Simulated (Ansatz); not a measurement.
**How methods differ on LiH (SMILES [LiH])**

LiH has 2 atoms, charge 0, and is taken as a singlet. SMILES: `[LiH]`. Geometry: the measured bond length.

```csv
atom,x (Å),y (Å),z (Å)
Li,0.0000,0.0000,0.0000
H,0.0000,0.0000,1.5957
```

Each level gives the energy change with the Li1–H2 bond stretched from 1.596 to 3.989 Å (eV). The values are calculated.

| level | kind | program | value (eV) | less FCI/3-21G | CPU time (all runs) |
| --- | --- | --- | --- | --- | --- |
| HF/3-21G (restricted) | Hartree–Fock | Ansatz | 3.35 | +1.54 | 0.1 s |
| PBE0/3-21G (restricted) | global hybrid | Ansatz | 2.84 | +1.03 | 0.78 s |
| HSE06/3-21G (restricted) | range-separated hybrid | Ansatz | 2.82 | +1.01 | 1.6 s |
| wB97M-V/3-21G (restricted) | range-separated hybrid | Ansatz | 3.18 | +1.37 | 10 s |
| MP2/3-21G (restricted) | perturbation theory | Ansatz | 2.84 | +1.03 | 0.11 s |
| CCSDT(Q)/3-21G (restricted) | coupled cluster or CI | Ansatz | 1.81 | 0.00 | 0.39 s |
| CCSDT/3-21G (restricted) | coupled cluster or CI | Ansatz | 1.81 | 0.00 | 0.35 s |
| FCI/3-21G | exact in the basis | Ansatz | 1.81 | 0.00 | 0.32 s |

FCI/3-21G is exact within its basis and frozen core, so for wave-function methods in that basis the difference is their error; functionals converge differently with the basis, so for them it is only a difference. A spin-restricted reference rises too steeply as a bond breaks; here HF/3-21G, PBE0/3-21G, HSE06/3-21G, wB97M-V/3-21G, MP2/3-21G lie well above the multireference or unrestricted value. The first shape isn't each level's own minimum. The values span 1.81 to 3.35 eV. All rows use very small basis sets, so none should be taken for the real molecule's value. In so small a basis fixed costs decide the times, and correlated methods can beat functionals. Times are those of the runs behind each value, whatever else they computed, on shared processors of several kinds: orders of magnitude only.
